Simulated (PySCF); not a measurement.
Ligands exchanged one at a time, Al F-SiH3. Isolated molecules, 0 K electronic values unless said otherwise. Strings in code marks are SMILES.

These are PBE0-D4/def2-TZVP (PySCF 2.14.0) values and carry that method's errors. Excitations are Tamm–Dancoff values on a coarser integration grid. The basis has no diffuse functions, so Rydberg states are missing or too high.

| species | HOMO (eV) | HOMO–LUMO gap (eV) | S1 oscillator strength | S1–T1 gap (TDA) (eV) |
|---|---|---|---|---|
| 0 of 3 F replaced by SiH3 (`[F][Al]([F])[F]`) | -11.72 | 10.23 | 0.000 | 0.25 |
| 1 of 3 F replaced by SiH3 (`[SiH3][Al]([F])[F]`) | -8.67 | ___ | ___ | 1.51 |
| 2 of 3 F replaced by SiH3 (`[SiH3][Al]([SiH3])[F]`) | -7.33 | ___ | 0.000 | 0.70 |
| 3 of 3 F replaced by SiH3 (`[SiH3][Al]([SiH3])[SiH3]`) | -7.30 | ___ | 0.000 | 0.59 |

**Question.** What belongs in the gaps?

**Answer.** 
- 1 of 3 F replaced by SiH3 (`[SiH3][Al]([F])[F]`), HOMO–LUMO gap (eV): 7.21
- 1 of 3 F replaced by SiH3 (`[SiH3][Al]([F])[F]`), S1 oscillator strength: 0.120
- 2 of 3 F replaced by SiH3 (`[SiH3][Al]([SiH3])[F]`), HOMO–LUMO gap (eV): 5.22
- 3 of 3 F replaced by SiH3 (`[SiH3][Al]([SiH3])[SiH3]`), HOMO–LUMO gap (eV): 4.66
